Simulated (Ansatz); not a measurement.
Working through a relaxed scan of one distance of BH4OSi, SMILES [BH]O[SiH3]

With the Python package of Ansatz (0.2.0).

The cells in order, each with its output:

```python
import ansatz as az
import numpy as np
```

```python
params = {
    "basis": "def2-SVP",
    "functional": "HF",
}

geometry = (
    az.Crystal.molecule()
    .atom("B", [-1.3452, -0.9985, 0.418])
    .atom("O", [0.057, -1.0687, 0.4948])
    .atom("Si", [0.6328, 0.4733, 0.0061])
    .atom("H", [-1.8777, -1.2285, -0.5995])
    .atom("H", [0.2582, 0.7688, -1.3788])
    .atom("H", [0.1748, 1.5337, 0.9309])
    .atom("H", [2.1614, 0.4518, 0.083])
)
```

```python
calculation = geometry.calculation()
calculation = calculation.basis(gaussian=params["basis"])
calculation = calculation.functional(params["functional"])
calculation = calculation.spin("collinear", total=1)
calculation = calculation.accuracy("medium")
symbols = [site.symbol for site in geometry.cartesian_sites]
pairs = [(0, 1), (0, 3), (1, 2), (2, 4), (2, 5), (2, 6)]
print("held (A)   E (eV)        ", "  ".join(f"{symbols[i]}{i}-{symbols[j]}{j}" for i, j in pairs))
for length in [1.08, 1.17, 1.26, 1.41, 1.58]:
    report = calculation.relax(constraints=[az.DistanceConstraint((0, 3), at=length)], force_tolerance=0.02, max_steps=60).run().report
    xyz = np.array(report["positions_ang"])
    print(f"{length:6.2f} {report['free_energy_ev']:14.5f}  ", "  ".join(f"{np.linalg.norm(xyz[i] - xyz[j]):.3f}" for i, j in pairs))
```

    held (A)   E (eV)         B0-O1  B0-H3  O1-Si2  Si2-H4  Si2-H5  Si2-H6
    DeckWarning: relax.constraints: the input's atoms, or those drawn, lie off the distances that are held; a relaxation that starts there is brought onto them ahead of its first SCF, by positions alone, an atom by 4.56e-2 Å at the most. With the symmetry [...]
      1.08   -10629.88315   1.329  1.080  1.663  1.479  1.474  1.474
      1.17   -10630.10877   1.327  1.170  1.665  1.479  1.474  1.474
      1.26   -10630.10036   1.324  1.260  1.667  1.478  1.474  1.473
      1.41   -10629.79130   1.318  1.410  1.670  1.477  1.474  1.474
      1.58   -10629.25596   1.307  1.580  1.675  1.475  1.474  1.473

The settings weren't tested for convergence. Warnings are shown shortened and without file and line. The energies are electronic: no zero-point or thermal terms, and the basis set is short of its limit. The run takes the species as open-shell (spin multiplicity 2), which needn't be its ground state. Finished in 62 s on 1 thread of Arm Neoverse V2, with other jobs on the host, peak memory 0.2 GiB.
